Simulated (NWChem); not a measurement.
C3H7 cation

```xyz
10

C      1.2837    -0.0133     0.2004
C      0.0000     0.0000    -0.4462
C     -1.2837     0.0133     0.2004
H      2.0195    -0.6611    -0.3314
H      1.2788    -0.1383     1.2982
H      1.7002     1.0089    -0.0521
H      0.0000     0.0000    -1.5575
H     -1.7002    -1.0089    -0.0521
H     -2.0195     0.6611    -0.3314
H     -1.2788     0.1383     1.2982
```
Atoms are numbered in this order, from 1.

Results from NWChem. Structure relaxed at the PBE-D3(BJ)/def2-SVP level. Level M06-L/def2-SVP: energy and gradient on several grids; changes count from the extra-fine grid, which is no exact limit either.

| grid | size of the energy change (μHa) | largest change of a gradient component (μHa/bohr) | time, medium = 1 (rough) |
|---|---|---|---|
| xcoarse | 30000 | 8000 | about 1 |
| coarse | 200 | 1000 | about 1 |
| medium | 80 | 300 | about 1 |
| fine | < 10 | 70 | about 1 |
| xfine | < 10 | < 30 | 4 |
